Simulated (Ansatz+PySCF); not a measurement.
The numbers below are computed, except where a source is named.
**Several solutions for triplet O2**

```yaml
atoms:
  - { symbol: O, position_ang: [0.0000, 0.0000, -1.0695] }
  - { symbol: O, position_ang: [0.0000, 0.0000, 1.0695] }
```

Basis set: STO-3G (spherical functions). Charge 0, multiplicity 3.

PBE0 (unrestricted) was run from several starts with Ansatz (development build ahead of 0.2.0) and PySCF 2.14.0.

```json
{"run": "A", "program": "Ansatz", "start": "stability test followed", "converged": "yes", "energy (hartree)": "-147.93566", "<S²>": "2.80"}
{"run": "B", "program": "Ansatz", "start": "atomic start, no search", "converged": "yes", "energy (hartree)": "-147.84792", "<S²>": "2.00"}
{"run": "C", "program": "Ansatz", "start": "search for the lowest state", "converged": "yes", "energy (hartree)": "-147.93566", "<S²>": "2.80"}
{"run": "D", "program": "PySCF", "start": "program defaults", "converged": "yes", "energy (hartree)": "-147.84793", "<S²>": "2.00"}
```

(1) Which runs reached the lowest solution of this kind, and what is wrong with the others?

Results:

(1) A, C reached the lowest solution found. Converged but too high: B by 2.39 eV, D by 2.39 eV. Convergence only shows a stationary point, and even a stable one can lie too high; stability tests and further starts are what find lower ones. Caution: the unrestricted determinant is spin contaminated.
